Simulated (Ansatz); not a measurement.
# Rb2As: from a trial structure to a relaxed crystal

Theory: Ansatz 0.2.0, DFT PBE, scalar-relativistic, plane waves, PAW. Cutoff 420 eV, Γ-centred k mesh, Gaussian smearing, no spin polarisation in the final step.

Rb2As was placed on the AlB2 structure type (P6/mmm, No. 191), with As in place of Al, Rb in place of B, at a guessed volume.

```
CELL_PARAMETERS angstrom
4.69006 0.00000 0.00000
-2.34503 4.06172 0.00000
0.00000 0.00000 5.06402
ATOMIC_POSITIONS crystal
Rb 0.33333 0.66667 0.50000
Rb 0.66667 0.33333 0.50000
As 0.00000 0.00000 0.00000
```

Cell and atoms relax at zero pressure; the relaxation can't lower the symmetry of the start. After a coarse first stage the cell is made exact in the group found at 0.06 Å.

The zero of energy is the elements' standard structures at the same level; no fitted shifts are applied.

Describe the relaxed structure.

It keeps P6/mmm (No. 191), but not the shape of the type it started on. Conventional cell: a = 5.798 Å, c = 3.543 Å. Rb is coordinated by 5 Rb at 3.35–3.54 Å and 6 As at 3.79 Å; As is coordinated by 2 As at 3.54 Å and 12 Rb at 3.79 Å.

```
Rb As
1.0
     5.79756    0.00000    0.00000
    -2.89878    5.02083    0.00000
     0.00000    0.00000    3.54316
Rb As
2 1
Direct
  0.33333 0.66667 0.50000
  0.66667 0.33333 0.50000
  0.00000 0.00000 0.00000
```

What are its volume, energy, density and gap?

The volume per atom is 34.38 Å³ and the density is 3.96 g/cm³. The energy over the elements is -0.12 eV/atom. The gap on the 12×12×14 mesh is 0 eV (a metal).

The final run used a 12×12×14 mesh on its 3-atom cell and 0.10 eV smearing. For metals, differences of a few meV/atom aren't resolved. A structure relaxed within its symmetry needn't be a true minimum.

Cost: 4 runs of about 0.95 core-minutes in all, on Intel Xeon 6975P-C (Granite Rapids) (shared hosts).